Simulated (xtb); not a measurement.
C2H7N, charge +1, quartet, geometry from GFN2-xTB of the parent state (a state made from the parent by changing its charge; the spin is typed, not shown lowest); GFN1-xTB (xtb).

xtb was given this input:
```
$ xtb mol.xyz --gfn 1 --chrg 1 --uhf 3 --json

# file mol.xyz
10

C      1.21347580    -0.33489211    -0.00053948
C     -0.01511352     0.57959694    -0.00065065
N     -1.29044637    -0.11469946     0.00111158
H      2.12582993     0.25587901    -0.00190763
H      1.21478843    -0.97056086     0.88382899
H      1.21344556    -0.97257980    -0.88345425
H      0.00625613     1.22117055    -0.88594093
H      0.00760037     1.22319154     0.88313798
H     -1.36186295    -0.71028181     0.82013011
H     -1.36310650    -0.71215141    -0.81643455
```

It wrote (shortened):

```
   ID    Z sym.   atoms
    1    6 C      1, 2
    2    7 N      3
    3    1 H      4-10

           -------------------------------------------------
          |                Calculation Setup                |
           -------------------------------------------------

           -------------------------------------------------
          |                 G F N 1 - x T B                 |
           -------------------------------------------------

          ...................................................
          :                      SETUP                      :
          :.................................................:
          :  # basis functions                  26          :
          :  # atomic orbitals                  26          :
          :  # shells                           20          :
          :  # electrons                        19          :
          :  # halogen bonds                     0          :
          :  max. iterations                   250          :
          :  Hamiltonian                  GFN1-xTB          :
          :  restarted?                      false          :
          :  GBSA solvation                  false          :
          :  PC potential                    false          :
          :  electronic temp.          300.0000000     K    :
          :  accuracy                    1.0000000          :
          :  -> integral cutoff          0.2500000E+02      :
          :  -> integral neglect         0.1000000E-07      :
          :  -> SCF convergence          0.1000000E-05 Eh   :
          :  -> wf. convergence          0.2000000E-04 e    :
          :  Broyden damping             0.4000000          :
          :  net charge                          1          :
          :  unpaired electrons                  3          :
          ...................................................

 iter      E             dE          RMSdq      gap      omega  full diag
   1    -10.2071345 -0.102071E+02  0.641E+00    0.63       0.0  T
   2     -9.7641659  0.442969E+00  0.577E+00    0.59       1.0  T
   3    -10.1971112 -0.432945E+00  0.388E+00    0.45       1.0  T
   4    -10.3723750 -0.175264E+00  0.194E+00    0.37       1.0  T
   5    -10.4025685 -0.301935E-01  0.112E+00    0.29       1.0  T
   6    -10.3737609  0.288076E-01  0.160E+00    0.31       1.0  T
   7    -10.4272173 -0.534564E-01  0.358E-01    0.20       1.0  T
   8    -10.4281073 -0.890006E-03  0.267E-01    0.17       1.0  T
[...]
         :: total energy             -10.290068667031 Eh    ::
[...]
       ...                                ...                  ...
        26                          0.2755098               7.4970
      -------------------------------------------------------------
                  HL-Gap            0.0068547 Eh            0.1865 eV
             Fermi-level           -0.5510591 Eh          -14.9951 eV

  Mulliken/CM5 charges         n(s)   n(p)   n(d)
     1C     0.04474 -0.10350   1.109  2.846  0.000
     2C     0.16218  0.10501   1.094  2.744  0.000
     3N    -0.08180 -0.53716   1.526  3.556  0.000
     4H     0.10324  0.15518   0.897  0.000  0.000
     5H     0.08603  0.13947   0.914  0.000  0.000
     6H     0.08603  0.13947   0.914  0.000  0.000
     7H     0.11615  0.18049   0.884  0.000  0.000
     8H     0.11615  0.18049   0.884  0.000  0.000
     9H     0.18364  0.37027   0.816  0.000  0.000
    10H     0.18364  0.37027   0.816  0.000  0.000

Wiberg/Mayer (AO) data.
largest (>0.10) Wiberg bond orders for each atom

 ---------------------------------------------------------------------------
     #   Z sym  total        # sym  WBO       # sym  WBO       # sym  WBO
 ---------------------------------------------------------------------------
     1   6 C    3.836 --     2 C    1.007     4 H    0.940     5 H    0.777
                             6 H    0.777     3 N    0.150
     2   6 C    3.878 --     3 N    1.159     1 C    1.007     7 H    0.770
                             8 H    0.770
     3   7 N    3.090 --     2 C    1.159    10 H    0.837     9 H    0.837
                             1 C    0.150
     4   1 H    1.020 --     1 C    0.940
     5   1 H    1.157 --     1 C    0.777
     6   1 H    1.157 --     1 C    0.777
     7   1 H    1.117 --     2 C    0.770
     8   1 H    1.117 --     2 C    0.770
     9   1 H    1.133 --     3 N    0.837
    10   1 H    1.133 --     3 N    0.837
 ---------------------------------------------------------------------------

Topologies differ in total number of bonds
Writing topology from bond orders to xtbtopo.mol

 dipole moment from electron density (au)
     X       Y       Z
   0.1008  -0.1273   0.0001  total (Debye):    0.413

           -------------------------------------------------
          | TOTAL ENERGY              -10.290068667031 Eh   |
          | GRADIENT NORM               0.087113491388 Eh/α |
          | HOMO-LUMO GAP               0.186525341413 eV   |
           -------------------------------------------------

normal termination of xtb
```
